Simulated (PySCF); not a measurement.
C₅H₇O (doublet state).
Z-matrix (Å and degrees, GFN2-xTB geometry), rows numbered from 1:
```
O 
C   1  1.1915
C   2  1.4697  1  133.63
C   3  1.5546  2  119.01  1    11.29
C   4  1.5336  3   89.10  2   128.65
C   5  1.5364  4   90.38  3   -10.34
H   3  1.0916  2  107.76  1  -118.92
H   4  1.0877  3  112.03  2    13.44
H   4  1.0873  3  115.20  2  -112.27
H   5  1.0875  4  115.61  3  -128.99
H   5  1.0878  4  112.80  3   104.64
H   6  1.0880  3  112.37  2   -17.40
H   6  1.0872  3  115.63  2   108.63
```

The hyperfine couplings belong to this conformer and change with its torsions.

As a line formula: `C1(CCC1)[C]=O` [radical].

Theory: UKS B3LYP, pcH-1 on C H O, non-relativistic, mean-field spin-orbit, GIAO (PySCF). The structure is a single GFN2-xTB conformer in the gas phase; no vibrational or solvent corrections. The geometry wasn't refined by DFT: couplings that depend on bond lengths, twists or pyramidal angles can differ widely from those at the functional's own minimum. Stability of the SCF solution: not tested.

Problem. Where do the isotropic ENDOR lines of H7, H10, H9/H13 and H8/H12 fall at 345.6 mT, to first order?

Solution. For S = 1/2 in fast tumbling each set of equivalent nuclei gives two lines, ν± = |νn ± a/2| to first order, with νn = g_N μN B/h and μN/h = 7.62259 MHz/T.

```
nuclei  isotope     g_N  νn (MHz)  a_iso (MHz)  lower line (MHz)  upper line (MHz)
    H7       1H  5.5857     14.71        -5.86             11.78             17.65
   H10       1H  5.5857     14.71         5.61             11.91             17.52
H9/H13       1H  5.5857     14.71         0.91             14.26             15.17
H8/H12       1H  5.5857     14.71        -0.70             14.37             15.06
```

Problem. Which pairs are centred on the nuclear Larmor frequency, and which on half the coupling?

Solution. Centred on νn, since |a| < 2νn: H7, H10, H9/H13 and H8/H12. No pair has |a| > 2νn.

Means are taken over nuclei equivalent by connectivity, which assumes that they swap fast.

The Mulliken spin populations are largest on C2 (+0.65), O1 (+0.24) and C4 (+0.06).
